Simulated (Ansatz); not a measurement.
# BN− (sextet): wave-function methods side by side, aug-cc-pVDZ

The task here is to estimate one member of a computed series from the others.

The runs use Ansatz 0.2.0, Gaussian basis; aug-cc-pVDZ, core rule «outside noble gas», up to 2 orbitals frozen.

The runs, in order: UHF; CCSD(T) on ROHF; CCSD(T) on UHF; BCCD(T) on ROHF; CISD; CCSDT(Q) on ROHF; CCSDT(Q) on UHF; CASSCF and MRCISD+Q, 9 electrons in 8 orbitals; CASSCF and NEVPT2, 9 electrons in 8 orbitals.

18 further runs of the same task are left out: 9 that didn't finish, 9 set aside as unsound or not needed.

## The geometry

The geometry is a PBE0/def2-TZVPD stationary point (not a proven minimum) of the parent state, kept for this charge and spin.

2 atoms, charge -1, spin multiplicity 6.

Atoms are counted from 1 here; the program's logs count them from 0.

Bond lengths: B1–N2 1.412 Å.

The first run:

The input, in.yaml:

```yaml
crystal:
  periodic: [false, false, false]
  atoms:
    - {symbol: B, position_ang: [0.000000, 0.000000, 0.000000]}
    - {symbol: N, position_ang: [0.000000, 0.000000, 1.412300]}
basis:
  gaussian: {orbitals: aug-cc-pVDZ}
total_charge: -1
magnetization: {spin_polarized: true, initial_magnetization: 5}
hamiltonian: {xc: hf}
output: {orbitals: {seedname: orbitals}}
```

Launch:

```
> ansatz run in.yaml --threads 1 --pin off --events-out ev --progress --plain --max-ram 2393MiB
```

Steps of the session up to this table: UHF; CCSD(T) on ROHF; CCSD(T) on UHF; BCCD(T) on ROHF; CISD; CCSDT(Q) on ROHF; CCSDT(Q) on UHF; CASSCF and MRCISD+Q, 9 electrons in 8 orbitals; CASSCF and NEVPT2, 9 electrons in 8 orbitals.

One of the session's tables, all rows but one given; the rest of the session is left out.

| method | from UCCSDT(Q) (meV) |
| --- | --- |
| ROHF | +4844.2 |
| UHF | +4673.5 |
| RMP2 | +907.9 |
| UMP2 | +912.3 |
| CISD | +372.3 |
| RCCSD | +177.6 |
| UCCSD | +173.8 |
| RCCSD(T) | +43.4 |
| UCCSD(T) | +42.0 |
| BCCD(T) | +44.7 |
| RCCSDT | ? |
| UCCSDT | +7.9 |
| RCCSDT(Q) | +2.9 |
| UCCSDT(Q) | 0 |
| CASSCF valence | +4345.0 |
| NEVPT2 valence | +1079.4 |
| MRCISD valence | +365.7 |
| MRCISD+Q valence | +68.4 |

Estimate the missing values for RCCSDT.

**Answer.** from UCCSDT(Q) (meV): +9.6. In the column «from UCCSDT(Q) (meV)» it lies between UCCSDT (+7.9) and UCCSD(T) (+42.0).

Among the levels timed on like hardware and quicker than the yardstick, those that no quicker one beats, quickest first: NEVPT2 valence (10 s, +1079.4 meV); MRCISD+Q valence (16 s, +68.4 meV); RCCSD(T) (25 s, +43.4 meV); UCCSD(T) (30 s, +42.0 meV).

Caveats from the session: Of the multireference levels listed MRCISD+Q valence comes nearest in total energy (+68.4 meV), which doesn't show that its space is the better one. Restricted and unrestricted rows rest on different reference determinants; where their highest levels disagree by more than a few hundredths of an eV, they describe different states and don't form one ladder.
